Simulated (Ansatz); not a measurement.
bcc Cs, treated with B3LYP (VWN-RPA form) (Ansatz, an electronic-structure program, PAW).

Output (set-up and result lines):

```
WARN output.stress: scf.exx.energy_threshold = 1e-6 eV is looser than the 1e-8 eV advised for a stress under a hybrid functional (1e-8 eV for each atom of the …
Crystal: 1 atoms, lattice volume = 132.226 Å³
Basis set: ecut = 460 eV, 3043 PW (Γ), exchange–correlation on 80×80×80 points (8 copies of the dense FFT grid, shifted against one another)
Bands: 9, of which v1, the nominal top of the filled ones, is band 5 counted from 1 (4 counted from 0)
Symmetry: 48 space group operations
Space group: Im-3m (ITA 229), of the structure as read, at distance tolerance 5.1e-5 Å
k-points: 29 of 512
Functional: x = 0.1 slater + 0.9 b88, c = 0.19 vwn_rpa + 0.81 lyp, warm-up for x = 0.08 slater + 0.72 b88 + 0.2 exact, c = 0.19 vwn_rpa + 0.81 lyp
SCF iter   1: F=—  HF=-5683.193466 eV  |F-HF|=—  |Δ(HF+E_count)|=         —  Δρ=9.81e-4  dr2=1.34e-3
SCF iter   2: F=—  HF=-5683.195682 eV  |F-HF|=—  |Δ(HF+E_count)|=   2.22e-3  Δρ=6.60e-4  dr2=7.75e-4
  ...
SCF 1 converged in 9 iterations: F = -5683.198375 eV  dr2 = 4.58e-11
Crystal: 1 atoms, lattice volume = 132.226 Å³
Initial density: handed on by an earlier stage of this run
Functional: x = 0.08 slater + 0.72 b88 + 0.2 exact, c = 0.19 vwn_rpa + 0.81 lyp
Crystal: 1 atoms, lattice volume = 132.226 Å³
SCF iter   4: F=—  HF=-5686.718504 eV  |F-HF|=—  |Δ(HF+E_count)|=   5.04e-9  Δρ=2.08e-7  dr2=1.32e-10
SCF iter   5: F=-5686.718504 eV  HF=-5686.718504 eV  |F-HF|=9.09e-12  |Δ(HF+E_count)|=  6.68e-10  Δρ=7.14e-8  dr2=1.19e-11
SCF 3 converged in 5 iterations: F = -5686.718504 eV  dr2 = 1.19e-11
Free energy (F): -5686.718504 eV
Internal energy: -5686.711571 eV  (E = F + TS)
E sigma→0 (E₀):  -5686.715038 eV
Fermi energy:    1.993149 eV
--- Stress (GPa, compression-positive) ---
       -0.080842      -0.000000      -0.000000
       -0.000000      -0.080842       0.000000
       -0.000000       0.000000      -0.080842
  P = ⅓ Tr σ = -0.0808 GPa (-0.808 kbar)
```

Q: Write an input file that could have produced this run (the log leaves some choices open).

A: This is not unique; one that fits is 
Ansatz 0.2 input:
```yaml
crystal:
  lattice:
    - [-3.2093610211, 3.2093610211, 3.2093610211]
    - [3.2093610211, -3.2093610211, 3.2093610211]
    - [3.2093610211, 3.2093610211, -3.2093610211]
  atoms:
    - { symbol: Cs, position: [0.0, 0.0, 0.0] }
basis:
  ecutwfc: 460
  ecutrho_ratio: 4
  xc_grid: 2
kpoints:
  mp_grid: { grid: [8, 8, 8] }
hamiltonian:
  xc: b3lyp
  dispersion: none
  pseudopotentials: { kind: paw }
scf:
  occupations: { method: fermi_dirac, width: 0.05 }
  convergence: { dr2_threshold: 0.0000000001 }
output:
  forces: false
  stress: true
  eigenvalues: true
```

The PAW data were made under PBE.

Note: the cell is over a tenth larger than the published one (another phase or state, or a fault of the published cell, is possible).

The result took about 7 core-minutes (a rough figure).
